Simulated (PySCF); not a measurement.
## Working out the ionisation energy of Ne

Ne [Ne] (1S) → Ne⁺ [He] 2s2 2p5 (2P). Computed with PySCF 2.14 in aug-cc-pVDZ (4s3p2d, 23 functions), with the non-relativistic Hamiltonian (point nucleus). Frozen: 1s2. Energies in hartree (1 hartree = 27.21139 eV):

```
            part   Ne (lower)  Ne⁺ (upper)
             UHF  -128.496350  -127.766882
CCSD correlation    -0.210154    -0.153547
             (T)    -0.002791    -0.001651
```

**Question.** What does Hartree-Fock give?

**Answer.** (-127.766882) − (-128.496350) = 0.729468 hartree = 19.850 eV.

**Question.** What do CCSD and CCSD(T) give?

**Answer.** The CCSD correlation energies differ by 0.056607 hartree = 1.540 eV and the triples by 0.001140 hartree = 0.031 eV, so CCSD gives 21.390 eV and CCSD(T) 21.421 eV.

Measured between the centres of the two terms (NIST): 21.597 eV, so CCSD(T) (valence) is off by -0.176 eV.

A double-zeta basis recovers only part of the correlation energy.

What remains against the reference includes basis incompleteness, the frozen core and higher excitations.
